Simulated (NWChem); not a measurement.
**Atomisation of tetrafluoroethylene (C₂F₄)**

```
C
F 1 1.3246
F 1 1.3246 2 113.77
C 1 1.3446 2 123.12 3 180.00
F 4 1.3246 1 123.12 2 180.00
F 4 1.3246 5 113.77 1 180.00
```
Charge 0, spin multiplicity 1.

Program: NWChem. Structure: optimised with PBE/def2-SVP, a minimum by its harmonic frequencies.

Basis set: def2-TZVP. The atomisation energy is electronic alone: no zero-point, thermal, spin-orbit or counterpoise terms. No value is extrapolated to the basis-set limit. Free atoms are single determinants with multiplicities F 2, C 3. Correlated methods freeze the same cores in atoms and molecule, 6 orbitals in all.

No SCF solution was tested for a lower state. Open-shell Hartree-Fock references start from PBE0 orbitals.

Q: For the atomisation energy, MP2 gives 602.6 kcal/mol and LC-wPBE (omega 0.3 per bohr) gives 615.1 kcal/mol. What do HF, PBE0, PBE give?

A: HF: 372.0 kcal/mol; PBE0: 595.6 kcal/mol; PBE: 631.5 kcal/mol.
